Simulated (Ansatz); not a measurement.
**SiF2: a ladder of functionals and wavefunction methods**

Aim: compute SiF2 with functionals from several rungs and with coupled cluster. The yardstick is the atomisation energy at the CCSD(T) limit.

Method: functionals in def2-TZVPP, the program's frozen cores in correlated methods; program: Ansatz 0.2.0, Gaussian basis.

Levels to be run: LDA (SPW92), PBE-D4, revPBE-D4, BLYP-D4, r2SCAN-D4, B97M-V, PBE0-D4, B3LYP-D4, r2SCANh-D4, r2SCAN0-D4, HSE06-D4, BHLYP-D4, CAM-B3LYP-D4, LC-ωPBE, ωB97X-V, ωB97M-V, B2PLYP, PBE-QIDH; CCSD(T)/def2-SVP; CCSD(T)/def2-TZVPP; CCSD(T)/def2-QZVPP; extrapolation to the limit; RPA on PBE.

## 1. The relaxed structure

All runs share one geometry, relaxed beforehand with PBE0-D4 in a triple-zeta def2 set.

3 atoms, charge 0, spin multiplicity 1.

Atoms are counted from 1 here; the program's logs count them from 0.

Bond lengths: F1–Si2 1.601 Å, Si2–F3 1.601 Å. Angles: F1–Si2–F3 100.6°.

## 2. LDA

This LDA is Slater exchange with PW92 correlation.

in.yaml

```yaml
crystal:
  periodic: [false, false, false]
  atoms:
    - {symbol: F, position_ang: [0.166332, 1.246764, 0.229357]}
    - {symbol: Si, position_ang: [-0.594911, -0.046399, -0.330074]}
    - {symbol: F, position_ang: [0.428580, -1.200354, 0.100717]}
basis:
  gaussian: {orbitals: def2-TZVPP}
hamiltonian: {xc: lda}
output: {orbitals: {seedname: orbitals}}
```

Launch:

```
ansatz run in.yaml --threads 2 --pin off --events-out ev --progress --plain --max-ram 32768MiB --backend cpu
```

After this run come: PBE-D4 (GGA); revPBE-D4 (GGA); BLYP-D4 (GGA); r2SCAN-D4 (meta-GGA); B97M-V (meta-GGA); B3LYP-D4 (hybrid); r2SCANh-D4 (hybrid); r2SCAN0-D4 (hybrid); HSE06-D4 (hybrid); BHLYP-D4 (hybrid); CAM-B3LYP-D4 (range-separated); LC-ωPBE (range-separated); ωB97X-V (range-separated); ωB97M-V (range-separated); B2PLYP (double hybrid); PBE-QIDH (double hybrid); CCSD(T) in def2-SVP; CCSD(T) in def2-TZVPP; CCSD(T) in def2-QZVPP; RPA on PBE orbitals.

Q: Predict the results of all the runs planned. Wanted: atomisation energy, CCSD(T)/CBS; farthest beyond LDA; mean size of error, GGA; mean size of error, meta-GGA; mean size of error, hybrid; mean size of error, range-separated; mean size of error, double hybrid; gap, smallest and largest; T1 diagnostic.

**Answer**, as computed:

| quantity | value |
| --- | --- |
| atomisation energy, CCSD(T)/CBS | 12.959 eV |
| functionals within 0.065 eV (0.5 %) | BLYP-D4, CAM-B3LYP-D4, ωB97M-V |
| farthest beyond LDA | BHLYP-D4 (-0.921 eV) |
| mean size of error, GGA | 0.162 eV |
| mean size of error, meta-GGA | 0.177 eV |
| mean size of error, hybrid | 0.538 eV |
| mean size of error, range-separated | 0.111 eV |
| mean size of error, double hybrid | 0.342 eV |
| gap, smallest and largest | 4.09 eV (LDA (SPW92)), 11.12 eV (LC-ωPBE) |
| T1 diagnostic | 0.0149 |
| triples share of the correlation energy | 3.0 % |

In words: The LDA atomisation energy is off by 1.951 eV (15 %): it overbinds. PBE-D4 is off by +0.106 eV. Double hybrids carry the basis error of their MP2 part in triple zeta, and no dispersion term here, so their miss is partly the set-up's. By mean error the best rung here is range-separated (0.111 eV) and the worst beyond LDA is hybrid (0.538 eV). The mean of the hybrids holds BHLYP, with half exact exchange. RPA and LDA stand outside this count. The reference freezes the cores and leaves out relativity and excitations past (T), so misses under about 0.065 eV can't be ranked. Hartree-Fock recovers 71 % of the binding; the rest is correlation. CCSD(T) in def2-SVP is off by -1.433 eV, which most functionals beat. Orbital gaps span 4.1 to 11.1 eV; exact exchange widens them.
